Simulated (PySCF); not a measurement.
Potential energy surface of H2Cl, doublet: collinear H-Cl-H surface. Scanned: H-Cl distance and Cl-H distance.

Method: unrestricted B3LYP/LANL2DZ, with its core potentials past Ne in PySCF.

Energy in kJ/mol above the lowest grid point; x is the H-Cl distance (Å), y the Cl-H distance (Å).

```csv
y \ x,1.09,1.16,1.28,1.40,1.47,1.64,1.76,1.90,2.10,2.31,2.60,3.23,3.71
3.71,100.5,40.2,0.2,6.4,21.7,76.0,120.8,174.1,244.9,295.7,334.9,366.9,373.6
3.17,100.5,40.1,0.0,6.1,21.3,75.4,119.9,172.9,241.6,290.7,328.6,359.2,365.4
2.70,102.6,42.0,1.4,6.8,21.6,74.5,117.9,168.9,231.5,275.9,310.4,338.0,343.3
2.40,108.2,47.1,5.5,9.8,23.7,74.1,115.0,161.4,215.6,253.5,282.9,306.4,310.8
2.16,119.0,57.1,13.7,15.7,28.0,73.4,109.3,148.1,191.0,219.8,241.7,258.8,262.0
1.87,147.9,83.6,34.9,30.0,37.5,68.1,91.1,113.8,135.8,148.5,156.7,161.8,162.8
1.74,170.3,103.8,50.4,39.5,43.0,62.2,76.6,89.9,101.3,106.8,110.0,112.5,113.2
1.61,201.7,131.8,71.4,51.8,49.6,54.4,59.1,62.7,64.5,64.4,64.1,64.8,65.4
1.48,245.9,171.1,100.4,69.2,59.9,48.1,43.0,37.9,31.7,27.4,24.6,23.9,24.3
1.38,293.0,212.9,132.1,90.1,74.6,49.8,37.7,26.8,15.7,8.9,4.5,3.0,3.3
1.27,365.4,278.2,184.4,129.5,107.2,68.8,50.0,33.8,18.4,9.2,3.5,1.1,1.3
1.20,429.2,336.8,234.0,170.9,144.4,98.3,75.9,56.8,39.2,28.8,22.3,19.5,19.6
1.09,575.2,474.4,357.6,282.4,250.0,193.5,166.3,143.7,123.2,111.3,103.8,100.4,100.5
```

Points that lie below all their neighbours on the grid: x = 1.28, y = 3.17 (0.0 kJ/mol); x = 3.23, y = 1.27 (1.1 kJ/mol). The lowest path on the grid from the first to the second passes x = 1.47, y = 1.61 at 49.6 kJ/mol.
